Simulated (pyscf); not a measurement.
Optimised with ωB97X-D3(BJ)/def2-SVP in PySCF.

Problem. PBE/def2-TZVP puts the barrier of H₃C–N(CH₃)–Ge(OH)(OH)–OH + NH₃ → H₃C–NH–CH₃ + H₂N–Ge(OH)(OH)–OH (four-centre exchange; singlet surface; Ge–N, H–N broken, H–N, Ge–N formed) at 42.7 kJ/mol and the reaction energy at -6.8 kJ/mol, from the separated reactants. What do PBE0-D3(BJ)/def2-TZVP, M06-2X/def2-TZVP, ωB97M-D3(BJ)/def2-TZVP give on the same structures?

Solution. PBE0-D3(BJ): ΔE‡ = 43.8 kJ/mol, ΔE = -1.9 kJ/mol; M06-2X: ΔE‡ = 50.0 kJ/mol, ΔE = -1.8 kJ/mol; ωB97M-D3(BJ): ΔE‡ = 55.9 kJ/mol, ΔE = -3.0 kJ/mol. PBE's barrier lies under all of them, by 1.1 to 13.2 kJ/mol. Its reaction energy lies under all of them, by 3.9 to 5.1 kJ/mol. On the reactant side the descent ends in a bound adduct, 44.7 kJ/mol under the separated species and 97.8 kJ/mol under the saddle at ωB97X-D3(BJ)/def2-TZVP. On the product side the descent ends in an adduct with a Ge–N contact (not fully relaxed), 51.0 kJ/mol under the separated species and 102.0 kJ/mol under the saddle at ωB97X-D3(BJ)/def2-TZVP. What is counted as broken (Ge–N) persists as a longer contact in the product adduct; parting that adduct is a step of its own. H₃C–NH–CH₃ lies 32.8 kJ/mol over its isomer H₃C–CH₂–NH₂ (electronic energy, ωB97M-D3(BJ)/def2-TZVP). One saddle was located; it need not be the lowest between these sides. Elements up to Kr have no core potential and no relativistic terms here.
